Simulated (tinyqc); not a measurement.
Pariser-Parr-Pople SCF with singles CI, for the molecule C=C(O)C(=O)F (SMILES; centres numbered as the heavy atoms are written), step by step. One step of it, computed by the program tinyqc.

Question. Singles CI, triplets. Over the 6 single excitations with the smallest orbital gaps: A = (e_a - e_i) delta - (ij|ab), with (pq|rs) = sum c_mp c_mq gamma_mn c_nr c_ns.

orbital energies (eV): -19.621206  -15.404877  -13.298285  -10.832272  -1.459658  1.917082

coefficients:
```
,MO1,MO2,MO3,MO4,MO5,MO6
1C,0.031685,0.303400,-0.040233,0.652770,0.580811,0.376664
2C,0.091917,0.582537,-0.103627,0.393511,-0.378940,-0.585677
3O,0.038040,0.604833,-0.476617,-0.581738,0.185309,0.181129
4C,0.267932,0.286824,0.394517,0.010253,-0.551549,0.621280
5O,0.116832,0.279532,0.758015,-0.283716,0.408998,-0.293004
6F,0.950612,-0.205840,-0.173923,-0.004548,0.115055,-0.102271
```

repulsion gamma_rs (eV):
```
,1C,2C,3O,4C,5O,6F
1C,11.130000,7.554960,5.581945,5.239602,3.728910,4.903463
2C,7.554960,11.130000,8.702432,7.553862,5.413514,5.578607
3O,5.581945,8.702432,21.500000,5.580617,4.951933,3.825793
4C,5.239602,7.553862,5.580617,11.130000,8.106459,8.694819
5O,3.728910,5.413514,4.951933,8.106459,15.200000,5.650208
6F,4.903463,5.578607,3.825793,8.694819,5.650208,21.400000
```

Give: triplet CI matrix; triplet excitation energies.

Answer.

triplet CI matrix (eV):
```
,4>5,3>5,4>6,2>5,3>6,2>6
4>5,2.2906,0.2498,-1.2718,-0.4015,-0.7942,-0.3752
3>5,0.2498,4.6660,-0.7942,-0.2556,1.4472,1.2641
4>6,-1.2718,-0.7942,5.5691,-0.3752,0.0336,-0.2855
2>5,-0.4015,-0.2556,-0.3752,6.7993,1.2641,-0.6349
3>6,-0.7942,1.4472,0.0336,1.2641,7.9085,-0.0591
2>6,-0.3752,1.2641,-0.2855,-0.6349,-0.0591,9.6339
```

triplet excitation energies (eV): 1.6935  3.4865  6.1243  6.3253  9.1235  10.1144
